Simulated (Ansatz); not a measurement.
Density of states of V₃O₅ (P-1, a = 4.851 Å, b = 5.483 Å, c = 7.068 Å, α = 110.17°, β = 90.28°, γ = 115.46°), in states per eV and primitive cell, averaged over bins of 0.3 eV. Computed with DFT PBEsol, scalar-relativistic, plane waves, PAW in Ansatz 0.2.0.

Cutoff 420 eV; k points 8×8×6 on the computed 16-atom cell (Γ-centred); Gaussian smearing, width 0.10 eV; collinear spin from starting moments 1.02 1.12 1.02 1.12 -1 1.27 0 0 0 0 0 0 0 0 0 0 μB.

The cell is relaxed at this level. The states (both spins) are summed by tetrahedra on a 12×12×9 mesh at the self-consistent density. Energies are bin centres; the table starts no lower than −8 eV and ends at 6 eV, or lower where the solved bands end.

It is a metal at this level.

```tsv
E − E_F (eV)	total	V 3d up	V 3d down	O 2p up	O 2p down	O 2s up	O 2s down	V 4s up
-7.90	6.29	0.96	0.39	3.01	1.49	0.03	0.01	0.21
-7.60	9.19	1.07	0.87	3.43	3.23	0.03	0.03	0.20
-7.30	13.10	1.57	1.19	4.91	4.65	0.06	0.05	0.21
-7.00	14.53	1.62	1.51	5.17	5.58	0.05	0.06	0.13
-6.70	12.67	1.54	1.32	4.42	4.92	0.04	0.04	0.08
-6.40	13.86	1.99	1.56	5.12	4.81	0.04	0.03	0.07
-6.10	15.00	1.84	1.87	5.15	5.73	0.05	0.04	0.07
-5.80	12.37	1.35	1.43	4.31	4.93	0.04	0.04	0.05
-5.50	13.01	1.30	1.22	5.02	5.06	0.06	0.05	0.06
-5.20	11.79	0.87	0.94	4.44	5.12	0.05	0.05	0.05
-4.90	11.74	0.84	0.69	4.91	4.91	0.06	0.05	0.04
-4.60	14.34	0.92	0.79	6.01	6.16	0.06	0.06	0.04
-4.30	14.18	0.84	0.74	5.81	6.42	0.04	0.05	0.03
-4.00	10.62	0.62	0.49	4.41	4.85	0.03	0.03	0.02
-3.70	11.84	0.65	0.55	4.90	5.51	0.03	0.03	0.02
-3.40	13.50	0.60	0.46	5.96	6.27	0.03	0.02	0.02
-3.10	1.38	0.03	0.05	0.39	0.89	0.00	0.00	0.00
-2.80	0.00	0.00	0.00	0.00	0.00	0.00	0.00	0.00
-2.50	0.00	0.00	0.00	0.00	0.00	0.00	0.00	0.00
-2.20	0.00	0.00	0.00	0.00	0.00	0.00	0.00	0.00
-1.90	0.00	0.00	0.00	0.00	0.00	0.00	0.00	0.00
-1.60	0.00	0.00	0.00	0.00	0.00	0.00	0.00	0.00
-1.30	0.89	0.79	0.00	0.09	0.00	0.00	0.00	0.00
-1.00	2.41	2.13	0.00	0.24	0.00	0.01	0.00	0.01
-0.70	7.17	5.64	0.74	0.60	0.08	0.02	0.00	0.03
-0.40	11.48	7.30	2.84	0.81	0.35	0.04	0.01	0.04
-0.10	13.28	8.35	3.22	1.08	0.42	0.05	0.01	0.04
0.20	10.43	6.00	2.93	1.04	0.29	0.04	0.01	0.04
0.50	10.69	6.13	2.75	1.28	0.32	0.04	0.02	0.05
0.80	10.88	3.64	5.64	0.85	0.53	0.02	0.04	0.03
1.10	11.14	2.46	7.15	0.69	0.60	0.02	0.07	0.02
1.40	14.40	3.04	9.62	0.56	0.89	0.04	0.07	0.02
1.70	15.00	5.34	7.57	0.80	0.97	0.06	0.06	0.03
2.00	9.28	1.23	6.46	0.18	1.05	0.16	0.05	0.01
2.30	9.34	3.66	3.52	0.74	0.74	0.43	0.04	0.02
2.60	8.18	4.02	1.98	1.06	0.32	0.40	0.19	0.02
2.90	11.04	4.30	3.56	1.44	0.75	0.36	0.36	0.03
3.20	10.90	3.34	4.33	1.37	0.97	0.20	0.42	0.03
3.50	11.78	3.77	4.25	1.78	1.22	0.13	0.33	0.02
3.80	11.08	3.30	4.10	1.61	1.46	0.09	0.23	0.02
4.10	11.64	3.01	4.67	1.45	1.98	0.07	0.14	0.02
4.40	6.36	0.57	3.60	0.29	1.66	0.01	0.08	0.00
4.70	2.64	0.00	1.73	0.00	0.83	0.00	0.02	0.00
5.00	0.02	0.00	0.00	0.00	0.00	0.01	0.00	0.01
5.30	0.16	0.00	0.00	0.00	0.00	0.04	0.02	0.06
5.60	0.30	0.00	0.00	0.01	0.01	0.06	0.04	0.10
```

The columns after the total are the main Löwdin projections on the occupied valence shells of the potentials; 3 others are left out. The rest of the total lies in those, in shells that are empty in the free atom, which aren't projected, and between the atoms.

The run saw a state lower than the one given here.

Only this magnetic start was tried.

Whether V3O5 exists in this form wasn't checked.

Cost: 1 run of about 23 core-minutes, on Intel Xeon Platinum 8488C (Sapphire Rapids) (shared hosts).